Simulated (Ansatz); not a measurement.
C2HF3O, SMILES `OC(F)=C(F)F`, relaxed with RKS PBE0-D4/def2-TZVP in Ansatz from a PBE-D4/def2-SVP geometry. The force threshold is 0.005 eV/Å; the program also tests the step.

The species carries charge 0 and has multiplicity 1.

Start:

```xyz
7

O    -0.334   -0.445    1.463
C     0.294    0.229    0.478
F     1.227    1.051    0.945
C     0.047    0.120   -0.842
F    -0.901   -0.717   -1.297
F     0.671    0.788   -1.802
H    -1.004   -1.026    1.055
```

```tsv
step	energy (eV)	largest force (eV/Å)	largest move (Å)
1	-12279.4330	0.772	0.000
2	-12279.4743	0.261	0.018
3	-12279.4790	0.043	0.009
4	-12279.4793	0.027	0.006
5	-12279.4795	0.009	0.010
6	-12279.4795	0.011	0.001
7	-12279.4795	0.003	0.001
```

End:

```xyz
7

O    -0.329   -0.438    1.450
C     0.286    0.222    0.464
F     1.210    1.037    0.924
C     0.046    0.119   -0.833
F    -0.885   -0.701   -1.306
F     0.670    0.784   -1.778
H    -0.998   -1.023    1.079
```

Run time 33 s (2 threads of an Arm Neoverse V1 on a shared host); peak host memory 0.4 GiB.
